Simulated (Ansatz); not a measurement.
**Elastic constant C11 of some elemental solids other than molecular ones**

Method: PBE-D3(BJ) (PAW; Ansatz, a first-principles code). References are measured values at low temperature. The table is a random draw of 8 from 11 solids with such references.

Values in GPa.

| solid | reference | PBE-D3(BJ) | error (%) |
|---|---|---|---|
| bcc Ta | 266¶ | 282 | +6.0 |
| bcc Mo | 478¶ | 487 | +1.9 |
| hcp Ti | 176 | 189 | +7.4 |
| hcp Mg | 63.5¶ | 72.7 | +14.5 |
| hcp Zn | 177¶ | 206 | +16.4 |
| bcc W | 533¶ | 544 | +2.1 |
| fcc Al | 114 | 121 | +6.1 |
| fcc Cu | 176¶ | 211 | +19.9 |

Over these 8 solids the mean error is +9.3 %, the mean absolute error 9.3 % (median 6.8 %), and the worst case fcc Cu at +19.9 %; the value is above the reference in 8 of 8 cases. Over all 11, from unrounded values, the mean error is +5.7 % and the mean absolute error 7.6 % (median 5.7 %). Caveats on values not shown: the dispersion coefficients are held fixed in the derivatives (3).

All these references are low-temperature values that still hold zero-point motion.

Spin–orbit coupling is left out, also for the solids with elements from indium on (bcc Ta, bcc W); its size isn't shown.

¶ marks references of a special kind: bcc Ta, 266 GPa (measured, 0 K, extrapolated to 0 K; zero-point effects included; as tabulated in Wang et al. (2022), arXiv:2209.12322); bcc Mo, 478 GPa (measured, 0 K, 300 K values taken to 0 K by the source's computed thermal shift; zero-point effects included; as tabulated in Gong and Corso (2024), arXiv:2406.16634); hcp Mg, 63.5 GPa (measured, 0 K, extrapolated to 0 K; zero-point effects included; as tabulated in Ibrahim et al. (2023), arXiv:2305.03577); hcp Zn, 177 GPa (measured, 0 K, extrapolated to 0 K; zero-point effects included; as tabulated in Galib et al. (2023), arXiv:2209.08184); bcc W, 533 GPa (measured, 0 K, extrapolated to 0 K; zero-point effects included; as tabulated in Wang et al. (2022), arXiv:2209.12322); fcc Cu, 176 GPa (measured, 0 K, extrapolated to 0 K; zero-point effects included; as tabulated in Malica and Corso (2021), arXiv:2109.00459).

Differences are worked out from the printed values.

Each level is taken at its own relaxed cell. Caveats: shear constants of such metals converge slowly with the k mesh (bcc Ta, bcc Mo, bcc W); the dispersion coefficients are held fixed in the derivatives (bcc Ta, bcc Mo, hcp Ti, hcp Mg, hcp Zn, bcc W and 2 more). Ansatz's density-functional and Hartree–Fock values are scalar-relativistic unless marked +SOC, with PAW data made under PBE.

Ansatz's runs of these crystals have no spin polarisation.

Not in this set, of the elemental solids other than molecular ones with a reference value in our tables and a result at some level: 15 for a reference at room or unstated temperature; 12 for no value at PBE-D3(BJ) (not run, a failed fit, an unstable or unbound cell, or a value held back for tests); 2 for a doubt noted on the run at PBE-D3(BJ). These can be a level's best or worst cases. Solids without a released value at any level aren't counted. L1₀ solids are left out, as their cells have other axes than the references. Layered and molecular crystals are counted apart. The metals Ce to Yb are counted apart.

References as tabulated in Wang et al. (2022), arXiv:2209.12322; Gong and Corso (2024), arXiv:2406.16634; Ferrari et al. (2019), arXiv:1905.01197; Ibrahim et al. (2023), arXiv:2305.03577 and others.
